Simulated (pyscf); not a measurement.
F–SiH₃ + F–BH–F -> boron trifluoride (F–B(F)–F) + silane (SiH₄), a four-centre exchange (singlet surface; F–Si, B–H broken, B–F, H–Si formed). PySCF, gas phase, ωB97X-D3(BJ)/def2-SVP geometries. Energies in eV from the separated reactants.

Small-basis levels: PySCF, no dispersion term, spherical d functions. AM1 to PM7: differences of heats of formation from MOPAC. Cost: rough CPU time at the saddle relative to B3LYP/6-31G*, from one job on a shared machine.

| level | barrier | reaction energy | cost |
|---|---|---|---|
| HF/STO-3G | 1.03 | -1.37 | 0.04 |
| HF/3-21G | 1.11 | -0.50 | 0.06 |
| MP2/6-31G* | 1.06 | -0.18 | 0.1 |
| B3LYP/STO-3G | 0.33 | -1.44 | 0.5 |
| B3LYP/LANL2DZ | 0.89 | -0.46 | 0.8 |
| B3LYP/def2-SVP | 0.79 | -0.43 | 1 |
| AM1 | 1.89 | -0.03 | under 0.02 |
| ωB97M-D3(BJ)/def2-TZVP | 0.96 | -0.13 | – |

Against the last row the barrier runs from -0.64 (B3LYP/STO-3G) to +0.93 eV (AM1). ωB97M-D3(BJ)/def2-TZVP has limits of its own. This is the saddle that the search found; another between the same sides may lie lower.
